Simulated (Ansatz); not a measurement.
A short molecular-dynamics run on the cluster C₃⁻.

```yaml
crystal:
  periodic: [false, false, false]
  atoms:
    - {symbol: C, position_ang: [-0.000056, -0.000014, 0.000021]}
    - {symbol: C, position_ang: [0.217424, -1.258751, -0.248841]}
    - {symbol: C, position_ang: [-0.217378, 1.258764, 0.248830]}
basis:
  gaussian: {orbitals: def2-SVP}
total_charge: -1
magnetization: {spin_polarized: true, initial_magnetization: 1}
hamiltonian: {xc: {name: BLYP}, dispersion: d3bjatm}
md: {timestep: 2 fs, n_steps: 15, ensemble: nve, temperature: 700, initial_velocities: maxwell_boltzmann, seed: 835}
scf: {omitted_lower_state_checks: [starts]}
```

```sh
$ ansatz run in.yaml --threads 4 --pin off --events-out ev --progress --plain --max-ram 3916MiB
```

```
step  time (fs)  potential energy (eV)  kinetic (eV)  T (K)  conserved (eV)
   0        0.0             -3101.9320        0.0905    700      -3101.8415
   1        2.0             -3101.8950        0.0558    431      -3101.8392
   2        4.0             -3101.8777        0.0398    308      -3101.8379
   3        6.0             -3101.8987        0.0591    457      -3101.8396
   4        8.0             -3101.9334        0.0915    708      -3101.8420
   5       10.0             -3101.9468        0.1043    807      -3101.8424
   6       12.0             -3101.9295        0.0881    681      -3101.8415
   7       14.0             -3101.8952        0.0551    426      -3101.8401
   8       16.0             -3101.8642        0.0251    194      -3101.8391
   9       18.0             -3101.8524        0.0136    105      -3101.8388
  10       20.0             -3101.8646        0.0252    195      -3101.8394
  11       22.0             -3101.8921        0.0516    399      -3101.8405
  12       24.0             -3101.9171        0.0754    583      -3101.8417
  13       26.0             -3101.9217        0.0794    614      -3101.8424
  14       28.0             -3101.8978        0.0561    434      -3101.8417
  15       30.0             -3101.8583        0.0190    147      -3101.8393
```

Velocities are drawn at the set temperature; a run this short doesn't reach equilibrium.

The highest occupied level of an anion often lies above zero with these methods, and sets without diffuse functions describe the outer electron poorly.

Frames (Å, forces in eV/Å):

```xyz
3
time=0.0 fs
C     0.000    0.000    0.000    0.000    0.000    0.000
C     0.217   -1.259   -0.249    0.229   -1.329   -0.263
C    -0.217    1.259    0.249   -0.230    1.329    0.263
3
time=2.0 fs
C     0.013   -0.002   -0.005   -0.141    0.847    0.166
C     0.209   -1.248   -0.244    0.410   -2.426   -0.476
C    -0.222    1.250    0.249   -0.269    1.579    0.311
3
time=4.0 fs
C     0.025   -0.001   -0.010   -0.194    1.256    0.240
C     0.203   -1.245   -0.242    0.461   -2.843   -0.551
C    -0.228    1.247    0.251   -0.266    1.588    0.311
3
time=6.0 fs
C     0.037    0.003   -0.013   -0.150    0.906    0.177
C     0.197   -1.252   -0.240    0.377   -2.319   -0.450
C    -0.234    1.249    0.254   -0.227    1.413    0.273
3
time=8.0 fs
C     0.048    0.011   -0.016   -0.085    0.088    0.043
C     0.193   -1.266   -0.241    0.228   -1.141   -0.237
C    -0.242    1.255    0.257   -0.144    1.053    0.194
3
time=10.0 fs
C     0.059    0.019   -0.019   -0.088   -0.650   -0.054
C     0.190   -1.283   -0.242    0.095    0.157   -0.014
C    -0.249    1.265    0.261   -0.007    0.493    0.068
3
time=12.0 fs
C     0.070    0.025   -0.023   -0.189   -0.996   -0.063
C     0.187   -1.300   -0.243    0.011    1.205    0.157
C    -0.257    1.276    0.266    0.179   -0.209   -0.094
3
time=14.0 fs
C     0.080    0.027   -0.026   -0.356   -0.955    0.004
C     0.184   -1.313   -0.244   -0.024    1.874    0.260
C    -0.264    1.286    0.270    0.380   -0.918   -0.264
3
time=16.0 fs
C     0.089    0.027   -0.029   -0.534   -0.667    0.108
C     0.181   -1.321   -0.244   -0.021    2.154    0.296
C    -0.270    1.294    0.273    0.555   -1.488   -0.404
3
time=18.0 fs
C     0.096    0.024   -0.032   -0.675   -0.254    0.216
C     0.178   -1.321   -0.242    0.007    2.068    0.274
C    -0.274    1.297    0.275    0.668   -1.814   -0.490
3
time=20.0 fs
C     0.102    0.021   -0.035   -0.748    0.203    0.304
C     0.175   -1.314   -0.240    0.052    1.639    0.200
C    -0.276    1.294    0.275    0.696   -1.842   -0.504
3
time=22.0 fs
C     0.104    0.018   -0.036   -0.733    0.622    0.355
C     0.172   -1.303   -0.238    0.109    0.921    0.083
C    -0.276    1.285    0.274    0.625   -1.542   -0.438
3
time=24.0 fs
C     0.105    0.017   -0.036   -0.616    0.854    0.342
C     0.169   -1.288   -0.235    0.170    0.036   -0.058
C    -0.274    1.271    0.271    0.447   -0.890   -0.284
3
time=26.0 fs
C     0.103    0.019   -0.036   -0.390    0.707    0.239
C     0.167   -1.273   -0.232    0.228   -0.818   -0.194
C    -0.270    1.254    0.268    0.162    0.111   -0.045
3
time=28.0 fs
C     0.100    0.023   -0.034   -0.079    0.098    0.042
C     0.166   -1.261   -0.230    0.273   -1.441   -0.294
C    -0.266    1.238    0.264   -0.194    1.344    0.252
3
time=30.0 fs
C     0.097    0.028   -0.032    0.220   -0.723   -0.178
C     0.165   -1.253   -0.229    0.299   -1.743   -0.344
C    -0.262    1.226    0.261   -0.519    2.465    0.522
```

It took 9.5 s on 4 threads of Arm Neoverse V2 on a shared host.
